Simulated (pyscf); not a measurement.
PySCF, gas phase, ωB97X-D3(BJ)/def2-SVP geometries. Correlated levels are frozen-core, on RHF or UHF. ΔMP2 is the change of the MP2 total energy from the triple- to the quadruple-zeta basis.

Q: How much does it cost (ΔH, 298 K, CCSD(T)/def2-TZVPP + ΔMP2(QZVPP)) to split H₂Si=As–SiH₃ at its As–Si bond into H₂Si=As• + SiH₃•?

A: As–Si to H₂Si=As• + SiH₃•: 68.2 kcal/mol. The radicals are drawn with the spin at the cut bond; how far it spreads was not checked. Other isomers of H₂Si=As• were not searched in full and may lie lower. The CCSD(T) − MP2 part came from Ansatz, without density fitting, on the same reference. A UHF reference is spin-contaminated (<S²> up to 1.14), which harms MP2 most. The frozen core leaves the outer d or s,p core shells of the metals and heavy elements correlated in the MP2 and CC values, and def2-TZVPP describes them poorly, which can shift differences by a few kcal/mol. Elements up to Kr have no core potential and no relativistic terms here.
